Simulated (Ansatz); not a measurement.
**B₂H, quartet: bend scan**

Starting geometry (PBE0/def2-TZVP stationary point for this spin, not checked as a minimum):

```xyz
3

B     0.0000    0.0000    0.1141
B     0.0000    0.0000   -1.4064
H     0.0000    0.0000    1.2923
```

From there the angle named below is changed in its plane at fixed bond lengths, both arms turning rigidly about the middle atom; atoms are numbered as listed. Energies are in kJ/mol, counted from the starting geometry at the same level. Kohn–Sham curves are unrestricted where that lies lower.

Basis 6-31G; Ansatz 0.2.0. Correlated methods freeze the noble-gas cores.

Full CI is exact within this basis and frozen core; it isn't the basis-set limit.

| angle B2-B1-H3 (°) | r2SCAN |
| --- | --- |
| 69.0 | 175.4 |
| 89.2 | 135.2 |
| 108.1 | 93.0 |
| 122.9 | 61.5 |
| 143.7 | 25.9 |
| 161.6 | 6.8 |
| 180.0 | 0.0 |

Q: Estimate the full CI curve in 6-31G from this one, knowing how r2SCAN errs.

A: The computed full CI values, in kJ/mol from the starting point, and the error of r2SCAN against them:
```csv
angle B2-B1-H3 (°),full CI,r2SCAN less full CI
69.0,182.3,-6.9
89.2,141.6,-6.4
108.1,97.1,-4.1
122.9,63.3,-1.8
143.7,25.2,0.7
161.6,5.9,0.9
180.0,0.0,0.0
```

The error spans 7.8 kJ/mol and is largest, -6.9 kJ/mol, at 69.0 °.

In so small a basis the reference is far from its limit while semilocal and hybrid functionals are nearer theirs, so the functionals' errors here hold much of the reference's basis and frozen-core error, which can add to them or hide them.
